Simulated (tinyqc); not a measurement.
Inside a calculation. Method: Pariser-Parr-Pople SCF with singles CI, for the molecule Fc1ccsc1 (SMILES; centres numbered as the heavy atoms are written). One step of it, computed by the program tinyqc.

Task: Iteration 2: orbitals and new P. Diagonalise F (the basis is taken as orthonormal) and form P = 2 sum c c over the lowest orbitals; 0.3 of the old P is kept.

F (eV), order 1F, 2C, 3C, 4C, 5S, 6C:
$$\begin{pmatrix}
-17.704804 & -2.979768 & 0.371653 & -0.056921 & -0.128365 & 0.445111 \\
-2.979768 & -5.255998 & -3.982664 & 0.262397 & 0.501016 & -4.225119 \\
0.371653 & -3.982664 & -5.128298 & -4.241607 & 0.606803 & 0.198603 \\
-0.056921 & 0.262397 & -4.241607 & -5.851129 & -3.617252 & 0.746742 \\
-0.128365 & 0.501016 & 0.606803 & -3.617252 & -9.600907 & -3.472596 \\
0.445111 & -4.225119 & 0.198603 & 0.746742 & -3.472596 & -5.965878
\end{pmatrix}$$

pi electrons, sum of z_r less the charge = 8

P after iteration 1, order 1F, 2C, 3C, 4C, 5S, 6C:
$$\begin{pmatrix}
1.902351 & 0.279249 & -0.174495 & 0.035637 & 0.079508 & -0.208985 \\
0.279249 & 1.073582 & 0.595966 & -0.129695 & -0.240660 & 0.686691 \\
-0.174495 & 0.595966 & 1.163803 & 0.692680 & -0.291507 & -0.098194 \\
0.035637 & -0.129695 & 0.692680 & 1.157676 & 0.575359 & -0.369132 \\
0.079508 & -0.240660 & -0.291507 & 0.575359 & 1.474321 & 0.523183 \\
-0.208985 & 0.686691 & -0.098194 & -0.369132 & 0.523183 & 1.228267
\end{pmatrix}$$

Give: orbital energies; P after iteration 2.

Result:

orbital energies (eV): [-18.437, -13.498, -9.854, -9.079, -0.200, 1.561]

P after iteration 2, order 1F, 2C, 3C, 4C, 5S, 6C:
$$\begin{pmatrix}
1.947 & 0.209 & -0.128 & 0.020 & 0.059 & -0.163 \\
0.209 & 1.061 & 0.594 & -0.111 & -0.246 & 0.720 \\
-0.128 & 0.594 & 1.121 & 0.723 & -0.278 & -0.093 \\
0.020 & -0.111 & 0.723 & 1.136 & 0.539 & -0.388 \\
0.059 & -0.246 & -0.278 & 0.539 & 1.551 & 0.505 \\
-0.163 & 0.720 & -0.093 & -0.388 & 0.505 & 1.184
\end{pmatrix}$$
